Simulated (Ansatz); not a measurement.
Crystal: Mg2O5, cubic X2O5 type, 14 atoms in the cell.

Space group Pn-3m, simple cubic cell, positions in fractions of the edge: Mg (0 0 0), (0.5 0.5 0), (0.5 0 0.5), (0 0.5 0.5); O (0.5 0 0), (0 0.5 0), (0 0 0.5), (0.5 0.5 0.5), (0.75 0.75 0.25), (0.75 0.25 0.75), (0.25 0.75 0.75), (0.75 0.25 0.25), (0.25 0.75 0.25), (0.25 0.25 0.75).

All numbers below come from PBE, plane waves, PAW datasets (generated soft set 1) (Ansatz 0.2.0 development build).

Cutoff 420 eV; k-mesh 7×7×7 Γ-centred; Fermi–Dirac smearing of 0.0612 eV; no spin polarisation.

(1) What equilibrium volume, lattice constant and bulk modulus does this give?

Answers

(1) V₀ = 9.918 Å³/atom (a₀ = 5.178 Å), B₀ = 119 GPa, B₀′ = 4.36. The points behind the fit:

```tsv
V (Å³/atom)	a (Å)	E − E(min) (meV/atom)	P (GPa)
9.326	5.0731	14.70	8.40
9.524	5.1088	6.24	5.28
9.723	5.1441	1.49	2.48
9.921	5.1788	0.00	-0.04
10.120	5.2131	1.47	-2.30
10.318	5.2470	5.61	-4.34
10.516	5.2804	12.13	-6.17
```

The published all-electron PBE values for this crystal (mean of FLEUR and WIEN2k, k-spacing 0.06 Å⁻¹; Bosoni et al., Nat. Rev. Phys. 6, 45 (2024)) are V₀ = 9.921 Å³/atom, B₀ = 119.4 GPa, B₀′ = 4.31. This run's mesh is coarser (spacing 0.17 Å⁻¹), so part of any difference comes from k-sampling.

The stress includes the program's correction for the finite plane-wave basis.

This cubic structure is a model: it isn't the usual form of the substance at ambient conditions, and such phases are metastable or hypothetical. The k-mesh is modest, so these values aren't fully converged in k. Spin polarisation is left out, and a magnetic state may lie lower.
